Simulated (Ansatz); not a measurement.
## Rhombohedral A7 Bi, bulk modulus

Reference value: 32.1 GPa (measured, copied from a table, unchecked, extrapolated to 0 K and zero-point effects removed; as tabulated in Lejaeghere et al. (2013), arXiv:1204.2733).

### Question
Put these levels in order of the bulk modulus that they give for rhombohedral A7 Bi, smallest first: LDA (Ansatz, a quantum-chemistry and plane-wave program), PBE (Ansatz), PBEsol (Ansatz), r²SCAN (Ansatz).

### Answer
r²SCAN (23.7 GPa), PBE (25.5 GPa), PBEsol (36.9 GPa), LDA (41.1 GPa)

Unless a cell is named, each level is at its own relaxed cell (LDA 33.49, PBE 36.94, PBEsol 34.43, r²SCAN 36.81 Å³/atom).

Errors against the reference: LDA +28 %, PBE -21 %, PBEsol +15.0 %, r²SCAN -26 %.

Density-functional levels without +SOC have no spin–orbit coupling. PBEsol, LDA, PBE, r²SCAN: the cell comes from a level without a dispersion term, which matters for the spacing of layers, chains or molecules. Each level is taken at its own relaxed cell. Cutoffs differ between the levels. Ansatz's density-functional and Hartree–Fock values are scalar-relativistic unless marked +SOC, with PAW data made under PBE.

Differences are worked out from the printed values.
